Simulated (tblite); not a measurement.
C5H11F.
Atom-mapped SMILES: `[CH3:1][CH2:2][C@@H:3]([CH3:4])[CH2:5][F:6]` (hydrogens: H7, H8, H9 on C1; H10, H11 on C2; H12 on C3; H13, H14, H15 on C4; H16, H17 on C5)

Computed with GFN2-xTB (tblite), gas phase: Langevin dynamics at 200 K from the optimised GFN2-xTB geometry, time step 0.5 fs, friction 0.01 fs⁻¹, 2000 steps.

Start geometry:
```
atom  x, y, z in Å
C1      1.973   -0.598   -0.194
C2      0.930    0.249    0.523
C3     -0.438    0.240   -0.169
C4     -1.133   -1.115   -0.069
C5     -1.341    1.307    0.447
F6     -0.830    2.566    0.235
H7      2.939   -0.491    0.293
H8      2.076   -0.281   -1.230
H9      1.704   -1.651   -0.181
H10     0.814   -0.107    1.550
H11     1.284    1.281    0.566
H12    -0.295    0.494   -1.225
H13    -1.264   -1.398    0.974
H14    -2.113   -1.077   -0.541
H15    -0.550   -1.884   -0.566
H16    -2.338    1.297   -0.007
H17    -1.425    1.180    1.532
```

The statistics below take the 31 frames saved every 25 fs from 250 to 1000 fs; their kinetic temperature (all 3N coordinates) averages 215 K.

**Question.** How do the bond lengths spread?

**Answer.** 
```tsv
bond	start (Å)	mean (Å)	standard deviation (Å)	shortest (Å)	longest (Å)
C1–C2	1.524	1.540	0.025	1.483	1.607
C2–C3	1.533	1.532	0.026	1.480	1.576
C3–C4	1.526	1.534	0.025	1.479	1.584
C3–C5	1.528	1.531	0.032	1.482	1.597
C5–F6	1.375	1.378	0.021	1.336	1.431
C1–H7	1.087	1.088	0.023	1.044	1.131
C1–H8	1.088	1.091	0.022	1.050	1.132
C1–H9	1.087	1.090	0.018	1.062	1.130
C2–H10	1.093	1.098	0.027	1.045	1.157
C2–H11	1.092	1.095	0.020	1.037	1.137
C3–H12	1.095	1.101	0.032	1.044	1.155
C4–H13	1.088	1.092	0.030	1.046	1.147
C4–H14	1.088	1.093	0.028	1.041	1.144
C4–H15	1.086	1.092	0.027	1.042	1.134
C5–H16	1.095	1.098	0.028	1.052	1.165
C5–H17	1.095	1.098	0.034	1.039	1.161
```

**Question.** Give the same statistics for bond angles, one of each kind among heavy atoms.

**Answer.** 
```
   angle  start (°)  mean (°)  standard deviation (°)  smallest (°)  largest (°)
C1–C2–C3      113.3     113.4                     2.2         109.6        117.8
C2–C3–C4      112.5     112.4                     3.4         103.9        118.5
C2–C3–C5      109.9     110.1                     2.8         104.4        115.5
C4–C3–C5      108.9     109.2                     2.6         105.0        114.3
C3–C5–F6      110.9     111.1                     2.6         106.1        117.1
```

**Question.** How far does each atom move about its mean position (frames aligned on the start, all atoms weighted alike), and what rms force does it feel?

**Answer.** 
```json
{"atom": "C1", "rms displacement (Å)": "0.07", "rms force (eV/Å)": "1.55"}
{"atom": "C2", "rms displacement (Å)": "0.08", "rms force (eV/Å)": "1.50"}
{"atom": "C3", "rms displacement (Å)": "0.07", "rms force (eV/Å)": "1.73"}
{"atom": "C4", "rms displacement (Å)": "0.07", "rms force (eV/Å)": "1.85"}
{"atom": "C5", "rms displacement (Å)": "0.07", "rms force (eV/Å)": "1.78"}
{"atom": "F6", "rms displacement (Å)": "0.25", "rms force (eV/Å)": "0.79"}
{"atom": "H7", "rms displacement (Å)": "0.19", "rms force (eV/Å)": "0.85"}
{"atom": "H8", "rms displacement (Å)": "0.23", "rms force (eV/Å)": "0.85"}
{"atom": "H9", "rms displacement (Å)": "0.23", "rms force (eV/Å)": "0.71"}
{"atom": "H10", "rms displacement (Å)": "0.19", "rms force (eV/Å)": "0.95"}
{"atom": "H11", "rms displacement (Å)": "0.17", "rms force (eV/Å)": "0.75"}
{"atom": "H12", "rms displacement (Å)": "0.11", "rms force (eV/Å)": "1.01"}
{"atom": "H13", "rms displacement (Å)": "0.29", "rms force (eV/Å)": "0.94"}
{"atom": "H14", "rms displacement (Å)": "0.27", "rms force (eV/Å)": "0.96"}
{"atom": "H15", "rms displacement (Å)": "0.26", "rms force (eV/Å)": "0.95"}
{"atom": "H16", "rms displacement (Å)": "0.21", "rms force (eV/Å)": "0.87"}
{"atom": "H17", "rms displacement (Å)": "0.28", "rms force (eV/Å)": "1.13"}
```

The displacements run from 0.07 to 0.29 Å.

**Question.** Follow the torsions C1–C2–C3–C4 and C2–C3–C5–F6 through every second one of these frames.

**Answer.** 
| t (fs) | C1–C2–C3–C4 (°) | C2–C3–C5–F6 (°) |
| --- | --- | --- |
| 250 | 78 | 84 |
| 300 | 64 | 75 |
| 350 | 48 | 52 |
| 400 | 55 | 47 |
| 450 | 63 | 42 |
| 500 | 62 | 42 |
| 550 | 72 | 68 |
| 600 | 69 | 70 |
| 650 | 73 | 73 |
| 700 | 66 | 68 |
| 750 | 71 | 58 |
| 800 | 59 | 42 |
| 850 | 57 | 50 |
| 900 | 66 | 69 |
| 950 | 58 | 63 |
| 1000 | 73 | 76 |

Largest departure from the start value over all these frames: C1–C2–C3–C4 21° (start 69°), C2–C3–C5–F6 24° (start 64°).

**Question.** How widely does the potential energy scatter, against a harmonic estimate?

**Answer.** Mean 0.43 eV above the start, standard deviation 0.069 eV, range 0.27 to 0.59 eV. For 45 classical harmonic modes at 200 K the canonical values are 45kT/2 = 0.39 eV and kT·√(45/2) = 0.082 eV.

The run is classical and short, so these are rough statistics of one trajectory.

The cost below is that of the whole dynamics run. On Intel Xeon Platinum 8559C, one thread, shared host with 32 logical CPUs at a one-minute load of 10, this took 7.8 s wall and 0.18 GiB of memory at its peak.
